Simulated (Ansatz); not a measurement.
# H2SO2 (SMILES O=[SH2]=O): where methods fail along a bond

H2SO2: 5 atoms, total charge 0, spin state singlet. As SMILES, `O=[SH2]=O`. The H4–S2 distance was set to 1.749 Å, away from the relaxed value.

```xyz
5

O    -0.8434    0.4828    1.2863
S     0.1564    0.1929    0.3132
O     1.4124   -0.3693    0.6836
H    -0.5586   -0.8422   -0.9013
H     0.4052    1.3638   -0.4103
```

The S2–H4 distance is scanned; the parts on either side stay rigid. Basis STO-3G, 7 core orbitals frozen in the correlated methods; program Ansatz 0.2.0. FCI is exact within this basis and core. Energies in eV from each method's value at 1.749 Å; methods without a U are spin-restricted. The shape above is that at 1.749 Å.

| distance (Å) | SVWN5 | r2SCAN | B3LYP | CAM-B3LYP | RPA@PBE | BCCD(T) | FCI |
| --- | --- | --- | --- | --- | --- | --- | --- |
| 1.399 | -0.01 | -0.04 | -0.11 | -0.29 | 0.20 | 0.13 | 0.14 |
| 1.749 | 0.00 | 0.00 | 0.00 | 0.00 | 0.00 | 0.00 | 0.00 |
| 2.098 | 0.80 | 0.81 | 0.87 | 1.05 | 0.50 | 0.28 | 0.31 |
| 2.798 | 2.30 | 2.28 | 2.46 | 2.96 | 1.29 | 0.31 | 0.63 |
| 3.497 | 3.00 | 2.97 | 3.25 | 3.96 | 1.28 | 0.04 | 0.67 |

Departure from the FCI curve at its largest: SVWN5 +2.33 eV at 3.50 Å; r2SCAN +2.29 eV at 3.50 Å; B3LYP +2.57 eV at 3.50 Å; CAM-B3LYP +3.29 eV at 3.50 Å; RPA@PBE +0.66 eV at 2.80 Å; BCCD(T) -0.63 eV at 3.50 Å. The curve of BCCD(T) turns over, which the reference doesn't. Restricted functionals keep the electrons paired too, and rise too high.
